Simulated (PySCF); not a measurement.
**One shape, several levels: H3NO (hydroxylamine)**

We compute a comparison of 6 runs (M06-2X/STO-6G, UPBE0/STO-6G, wB97X-V/STO-6G, UMP2/STO-6G, NEVPT2(2,2)/STO-6G, UCCSD(T)/STO-6G) of H3NO (hydroxylamine). 

The results are computed with PySCF 2.14.0.

2 further runs of the same task are left out: 2 set aside as unsound or not needed.

**1. The molecule**

The species is H3NO (5 atoms), meant as a singlet with charge 0. As SMILES, `NO`. The O2–H5 distance was set to 2.113 Å, away from the relaxed value. At this shape a bond of the SMILES string is far longer than usual.

Bond lengths: N1–O2 1.422 Å, N1–H3 1.016 Å, N1–H4 1.016 Å. Angles: O2–N1–H3 104.5°, O2–N1–H4 104.5°, H3–N1–H4 106.0°.

**2. The energy at M06-2X/STO-6G (run 1)**

run.py reads:

```python
from pyscf import gto, dft

mol = gto.Mole()
mol.atom = '''
N     -1.991418    -1.428967     0.562105
O     -0.990657     0.512405     2.129122
H     -1.986826    -2.995040     1.673150
H     -3.836792    -0.953796     0.325813
H      2.088166     1.880466    -0.014060
'''
mol.verbose = 4
mol.unit = 'bohr'
mol.basis = 'sto-6g'
mol.max_memory = 1860
mol.build()

calc0 = dft.RKS(mol, xc='m06-2x')
calc0.grids.level = 5
calc0.conv_tol = 1e-10
calc0.kernel()
if not calc0.converged:
    calc0 = calc0.newton().run(calc0.mo_coeff, calc0.mo_occ)

etot = calc0.e_tot
print('E = %.10f Eh' % etot)
```

Started as:

```sh
$ OMP_NUM_THREADS=1 python run.py
```

The log of the run:

```text
PySCF version 2.14.0

[INPUT] num. atoms = 5
[INPUT] num. electrons = 18
[INPUT] charge = 0
[INPUT] spin (= nelec alpha-beta = 2S) = 0
[INPUT] symmetry False subgroup None
[INPUT] Mole.unit = bohr
[INPUT] Symbol           X                Y                Z      unit          X                Y                Z       unit  Magmom
[INPUT]  1 N     -1.053813023016  -0.756176771557   0.297453156144 AA   -1.991418000000  -1.428967000000   0.562105000000 Bohr   0.0
[INPUT]  2 O     -0.524233108238   0.271153048761   1.126682841668 AA   -0.990657000000   0.512405000000   2.129122000000 Bohr   0.0
[INPUT]  3 H     -1.051383041263  -1.584906913794   0.885392850451 AA   -1.986826000000  -2.995040000000   1.673150000000 Bohr   0.0
[INPUT]  4 H     -2.030342889440  -0.504727107067   0.172412814621 AA   -3.836792000000  -0.953796000000   0.325813000000 Bohr   0.0
[INPUT]  5 H      1.105009859818   0.995099753110  -0.007440231586 AA    2.088166000000   1.880466000000  -0.014060000000 Bohr   0.0

nuclear repulsion = 36.436078503946
number of shells = 9
number of NR pGTOs = 78
number of NR cGTOs = 13
basis = sto-6g
ecp = {}

******** <class 'pyscf.dft.rks.RKS'> ********
method = RKS
initial guess = minao
damping factor = 0
level_shift factor = 0
DIIS = <class 'pyscf.scf.diis.CDIIS'>
diis_start_cycle = 1
diis_space = 8
diis_damp = 0
SCF conv_tol = 1e-10
SCF conv_tol_grad = None
SCF max_cycles = 50
direct_scf = True
direct_scf_tol = 1e-13
XC library pyscf.dft.libxc version 7.0.0
    S. Lehtola, C. Steigemann, M. J.T. Oliveira, and M. A.L. Marques.,  SoftwareX 7, 1–5 (2018)
XC functionals = m06-2x
    Y. Zhao and D. G. Truhlar.,  Theor. Chem. Acc. 120, 215 (2008)
    Y. Zhao and D. G. Truhlar.,  Theor. Chem. Acc. 120, 215 (2008)
radial grids:
    Treutler-Ahlrichs [JCP 102, 346 (1995); DOI:10.1063/1.469408] (M4) radial grids

becke partition: Becke, JCP 88, 2547 (1988); DOI:10.1063/1.454033
pruning grids: <function nwchem_prune>
grids dens level: 5
symmetrized grids: False
atomic radii adjust function: <function treutler_atomic_radii_adjust>
small_rho_cutoff = 0
Set gradient conv threshold to 1e-05
Initial guess from minao.
tot grids = 155712
init E= -130.862522643835
  HOMO = -0.216201658199105  LUMO = -0.124148855744679  gap/eV = 2.50488
cycle= 1 E= -130.66841274417  delta_E= 0.194  |g|= 0.581  |ddm|= 2.67
  HOMO = 0.129285138523354  LUMO = 0.20021231226817  gap/eV = 1.93003
cycle= 2 E= -130.363957439818  delta_E= 0.304  |g|= 0.807  |ddm|= 2.59
  HOMO = -0.149978301893105  LUMO = -0.00775189156931511  gap/eV = 3.87018
cycle= 3 E= -130.898272551796  delta_E= -0.534  |g|= 0.141  |ddm|= 1.86
  HOMO = -0.179135255856128  LUMO = 0.0125710443893645  gap/eV = 5.21659
cycle= 4 E= -130.895220794856  delta_E= 0.00305  |g|= 0.138  |ddm|= 0.176
  HOMO = -0.18480487280406  LUMO = 0.0141039516339881  gap/eV = 5.41258
cycle= 5 E= -130.903544505369  delta_E= -0.00832  |g|= 0.0637  |ddm|= 0.15
  HOMO = -0.178335793747712  LUMO = 0.0203444212161795  gap/eV = 5.40636
cycle= 6 E= -130.905123013076  delta_E= -0.00158  |g|= 0.0264  |ddm|= 0.0555
  HOMO = -0.178873860736917  LUMO = 0.0196767505595211  gap/eV = 5.40284
cycle= 7 E= -130.905480727701  delta_E= -0.000358  |g|= 0.00119  |ddm|= 0.0425
  HOMO = -0.178942408727102  LUMO = 0.0197463335805284  gap/eV = 5.40660
cycle= 8 E= -130.905481581733  delta_E= -8.54e-07  |g|= 0.000121  |ddm|= 0.00239
  HOMO = -0.178976460990857  LUMO = 0.0197358957557845  gap/eV = 5.40724
cycle= 9 E= -130.90548158777  delta_E= -6.04e-09  |g|= 0.000103  |ddm|= 0.000414
  HOMO = -0.178976208067226  LUMO = 0.0197348829483794  gap/eV = 5.40720
cycle= 10 E= -130.90548159298  delta_E= -5.21e-09  |g|= 4.63e-06  |ddm|= 0.000182
  HOMO = -0.178977106268671  LUMO = 0.0197347757469857  gap/eV = 5.40723
cycle= 11 E= -130.905481592994  delta_E= -1.45e-11  |g|= 4.23e-07  |ddm|= 1.03e-05
  HOMO = -0.178977076489969  LUMO = 0.0197346942916863  gap/eV = 5.40722
Extra cycle  E= -130.905481592994  delta_E= 8.53e-14  |g|= 8.77e-07  |ddm|= 2.04e-06
converged SCF energy = -130.905481592994
E = -130.9054815930 Eh
```

Run time: 3.6 s. Hardware: 1 thread of Arm Neoverse V1, shared host; peak memory 0.18 GiB.

**3. A single-point energy at UPBE0/STO-6G (run 2)**

geometry.xyz reads:

```xyz
5

N     -1.053813    -0.756177     0.297453
O     -0.524233     0.271153     1.126683
H     -1.051383    -1.584907     0.885393
H     -2.030343    -0.504727     0.172413
H      1.105010     0.995100    -0.007440
```

input.py reads:

```python
from pyscf import gto, dft

mol = gto.M(
    atom='geometry.xyz',
    max_memory=1860,
    basis='sto-6g',
    verbose=3,
)

mf = dft.UKS(mol)
mf.xc = 'pbe0'
mf.grids.level = 5
mf.conv_tol = 1e-10
mf.kernel()
if not mf.converged:
    mf = mf.newton().run(mf.mo_coeff, mf.mo_occ)
for _ in range(3):
    mo, _, stable, _ = mf.stability(return_status=True)
    if stable:
        break
    mf.kernel(mf.make_rdm1(mo, mf.mo_occ))

e_final = mf.e_tot
print(f'total energy: {e_final:.8f} hartree')
```

Started as:

```sh
$ OMP_NUM_THREADS=1 python input.py
```

The log of the run:

```text
converged SCF energy = -130.84717271577  <S^2> = 1.2690826e-10  2S+1 = 1
<class 'pyscf.dft.uks.UKS'> wavefunction has an internal instability
converged SCF energy = -130.903246554899  <S^2> = 0.91524549  2S+1 = 2.1589307
<class 'pyscf.dft.uks.UKS'> wavefunction is stable in the internal stability analysis
total energy: -130.90324655 hartree
```

Run time: 16 s. Hardware: 1 thread of Arm Neoverse V1, shared host; peak memory 0.38 GiB.

Run 3 isn't shown in full; the table further down has it.

**4. A single-point energy at UMP2/STO-6G (run 4)**

input.py reads:

```python
from pyscf import gto, scf, mp

mol = gto.M(
    atom='''
N       -1.053813      -0.756177       0.297453
O       -0.524233       0.271153       1.126683
H       -1.051383      -1.584907       0.885393
H       -2.030343      -0.504727       0.172413
H        1.105010       0.995100      -0.007440
''',
    basis='sto-6g',
    max_memory=1860,
    charge=0,
    verbose=4,
)

hf = scf.UHF(mol)
hf.conv_tol = 1e-10
hf.kernel()
if not hf.converged:
    hf = hf.newton().run(hf.mo_coeff, hf.mo_occ)
for _ in range(3):
    mo, _, stable, _ = hf.stability(return_status=True)
    if stable:
        break
    hf.kernel(hf.make_rdm1(mo, hf.mo_occ))

pt = mp.MP2(hf, frozen=2).run()
e_final = pt.e_tot
print(f'total energy: {e_final:.8f} hartree')
```

Started as:

```sh
$ OMP_NUM_THREADS=1 python input.py
```

The log of the run:

```text
PySCF version 2.14.0

[INPUT] num. atoms = 5
[INPUT] num. electrons = 18
[INPUT] charge = 0
[INPUT] spin (= nelec alpha-beta = 2S) = 0
[INPUT] symmetry False subgroup None
[INPUT] Mole.unit = angstrom
[INPUT] Symbol           X                Y                Z      unit          X                Y                Z       unit  Magmom
[INPUT]  1 N     -1.053813000000  -0.756177000000   0.297453000000 AA   -1.991417956506  -1.428967431695   0.562104704930 Bohr   0.0
[INPUT]  2 O     -0.524233000000   0.271153000000   1.126683000000 AA   -0.990656795459   0.512404907854   2.129122299203 Bohr   0.0
[INPUT]  3 H     -1.051383000000  -1.584907000000   0.885393000000 AA   -1.986825922024  -2.995040162906   1.673150282607 Bohr   0.0
[INPUT]  4 H     -2.030343000000  -0.504727000000   0.172413000000 AA   -3.836792208928  -0.953795797673   0.325813350315 Bohr   0.0
[INPUT]  5 H      1.105010000000   0.995100000000  -0.007440000000 AA    2.088166264906   1.880466466555  -0.014059562367 Bohr   0.0

[... 88 lines left out ...]
converged SCF energy = -130.211939381131  <S^2> = 4.6406257e-10  2S+1 = 1
[... 72 lines left out ...]
converged SCF energy = -130.396952302755  <S^2> = 0.97643049  2S+1 = 2.2148864
[... 3 lines left out ...]
******** <class 'pyscf.mp.ump2.UMP2'> ********
nocc = (np.int64(7), np.int64(7)), nmo = (11, 11)
frozen orbitals 2
E(UMP2) = -130.464068877145  E_corr = -0.067116574390184
E(SCS-UMP2) = -130.47134741634  E_corr = -0.0743951135845708
E_corr(same-spin) = -0.00709012578882692
E_corr(oppo-spin) = -0.0600264486013571
total energy: -130.46406888 hartree
```

It took 0.89 s on 1 thread of Arm Neoverse V1, shared host; peak memory 0.12 GiB.

Run 5 isn't shown in full; the table further down has it.

**5. The energy at UCCSD(T)/STO-6G (run 6)**

run.py reads:

```python
from pyscf import gto, cc

system = gto.M(
    atom='''
N     -1.053813    -0.756177     0.297453
O     -0.524233     0.271153     1.126683
H     -1.051383    -1.584907     0.885393
H     -2.030343    -0.504727     0.172413
H      1.105010     0.995100    -0.007440
''',
    basis='sto-6g',
    max_memory=1860,
    charge=0,
    spin=0,
    verbose=3,
)

mf = system.UHF()
mf.conv_tol = 1e-10
mf.kernel()
if not mf.converged:
    mf = mf.newton().run(mf.mo_coeff, mf.mo_occ)
for _ in range(3):
    mo, _, stable, _ = mf.stability(return_status=True)
    if stable:
        break
    mf.kernel(mf.make_rdm1(mo, mf.mo_occ))

mycc = cc.CCSD(mf, frozen=2)
mycc.kernel()
e_t = mycc.ccsd_t()
etot = mycc.e_tot + e_t
print(f'total energy: {etot:.8f} hartree')
```

Started as:

```sh
$ OMP_NUM_THREADS=1 python run.py
```

The log of the run:

```text
converged SCF energy = -130.211939381131  <S^2> = 4.6406257e-10  2S+1 = 1
<class 'pyscf.scf.uhf.UHF'> wavefunction has an internal instability
converged SCF energy = -130.396952302755  <S^2> = 0.97643049  2S+1 = 2.2148864
<class 'pyscf.scf.uhf.UHF'> wavefunction is stable in the internal stability analysis
E(UCCSD) = -130.4938229399906  E_corr = -0.09687063723554279
UCCSD(T) correction = -0.0016923809099106
total energy: -130.49551532 hartree
```

Wall time 1.2 s (1 thread of Arm Neoverse V1, shared host); peak memory 0.12 GiB.

**6. Overview of the runs**

| run | level | follow instability | nlc grid | energy (Eh) | dipole moment (D) of the reference | HOMO energy (eV) | LUMO energy (eV) | wall time |
| --- | --- | --- | --- | --- | --- | --- | --- | --- |
| 1 | M06-2X/STO-6G | – | – | -130.905482 | 1.89 | -4.87 | 0.54 | 3.6 s |
| 2 | UPBE0/STO-6G | yes | – | -130.903247 | 1.89 | -4.02 | 1.62 | 16 s |
| 3 | wB97X-V/STO-6G | – | 1 | -130.933521 | 2.04 | -6.05 | 1.68 | 17 s |
| 4 | UMP2/STO-6G | yes | – | -130.464069 | 1.86 | -10.01 | 8.91 | 0.89 s |
| 5 | NEVPT2(2,2)/STO-6G | – | – | -130.471663 | 1.58 | -6.27 | 2.83 | 0.89 s |
| 6 | UCCSD(T)/STO-6G | yes | – | -130.495515 | 1.86 | -10.01 | 8.91 | 1.2 s |

**7. Outcome**

| quantity | value |
| --- | --- |
| run 6: total energy | -130.49552 Eh |
| run 6: dipole moment (Hartree–Fock density) | 1.86 D |
| run 6: HOMO energy (Hartree–Fock orbitals) | -10.01 eV |
| run 6: LUMO energy (Hartree–Fock orbitals) | 8.91 eV |
| run 6: HOMO–LUMO gap (Hartree–Fock orbitals) | 18.93 eV |
| run 6: correlation energy (2 core orbitals frozen) | -98.6 mEh |
| run 6: (T) correction | -1.69 mEh |
| run 6: ⟨S²⟩ of the reference determinant | 0.976 |
| run 6: T1 diagnostic | 0.028 |

In words: Over runs 1, 2, 3 the dipole moment (its size) runs from 1.89 D (UPBE0/STO-6G) to 2.04 D (wB97X-V/STO-6G). Over runs 1, 2, 3 the HOMO–LUMO gap runs from 5.41 eV (M06-2X/STO-6G) to 7.73 eV (wB97X-V/STO-6G). Totals of different functionals can't be ranked against each other. In runs 1, 2, 3, 4, 5, 6 the basis is minimal, so the values are rough. In runs 1, 3 a closed-shell determinant meets a far-stretched bond, which it describes badly. Spin contamination of the reference: run 4 ⟨S²⟩ = 0.98, run 6 ⟨S²⟩ = 0.98, run 2 ⟨S²⟩ = 0.92. Where it is this large, the reference is a mixture of spin states, and values that rest on it are in doubt. All runs together took 39 s, the longest 17 s.
